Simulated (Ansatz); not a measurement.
Zinc-blende MnSe (metastable phase)

The numbers are results of r²SCAN+rVV10 in Ansatz (plane waves, PAW), not measurements.

Run with plane-wave cutoff 500 eV, 12×12×12 k mesh, Fermi–Dirac smearing 0.05 eV, spin-polarised start, scalar-relativistic PAW data made under PBE.

Cell (relaxed at this level):

```cif
data_Mn4Se4
_chemical_formula_sum 'Mn4 Se4'
_space_group_name_H-M_alt 'F-43m'
_space_group_IT_number 216
_space_group_name_Hall 'F -4 2 3'
_cell_length_a 5.89613
_cell_length_b 5.89613
_cell_length_c 5.89613
_cell_angle_alpha 90.000
_cell_angle_beta 90.000
_cell_angle_gamma 90.000
loop_
_atom_site_label
_atom_site_type_symbol
_atom_site_symmetry_multiplicity
_atom_site_Wyckoff_symbol
_atom_site_fract_x
_atom_site_fract_y
_atom_site_fract_z
_atom_site_occupancy
Mn1 Mn 4 a 0.00000 0.00000 0.00000 1
Se1 Se 4 d 0.75000 0.75000 0.75000 1
```
(The calculation used a cell of 2 atoms; values per cell refer to that cell.)

For zinc-blende MnSe (metastable phase), the band gap is 0.71 eV (on the SCF k mesh).

Note: the magnetic order was assumed, not searched for or taken from measurement.

Spin–orbit coupling is not included.

Computing time: very roughly 2.3 core-minutes.

Ansatz is a program for electronic structure.
